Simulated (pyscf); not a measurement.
Single points on ωB97X-D3(BJ)/def2-SVP structures (PySCF, gas phase).

Task: For the elementary gas-phase step `[F][Ge]([F])[F]` [doublet] + `[NH3]` -> `[F][GeH]([F])[F]` + `[NH2]` [doublet] (doublet surface; H–N broken, Ge–H formed), what barrier and reaction energy does r²SCAN/def2-TZVP give, measured from the separated reactants?

Result: ΔE‡ = 86.7 kJ/mol, ΔE = +96.7 kJ/mol. ωB97M-D3(BJ)/def2-TZVP gives 107.6 kJ/mol and +103.8 kJ/mol. Zero-point energy shifts the barrier by -14.1 kJ/mol. It is a hydrogen abstraction, with an imaginary mode of 552i cm⁻¹. On the reactant side the descent ends in an adduct with a Ge–N contact (not fully relaxed), 75.3 kJ/mol under the separated species and 169.0 kJ/mol under the saddle at ωB97X-D3(BJ)/def2-TZVP. On the product side the descent ends in a bound adduct, 35.7 kJ/mol under the separated species and 38.2 kJ/mol under the saddle at ωB97X-D3(BJ)/def2-TZVP. At r²SCAN the saddle lies under the separated products, which points to a path from their complex (located at ωB97X-D3(BJ) alone), and parting the products costs more than the saddle. At ωB97X-D3(BJ)/def2-TZVP the barrier from the zero used here is 93.6 kJ/mol. This is the saddle that the search found; another between the same sides may lie lower. The angle at the transferred H is 150°. Elements up to Kr have no core potential and no relativistic terms here.
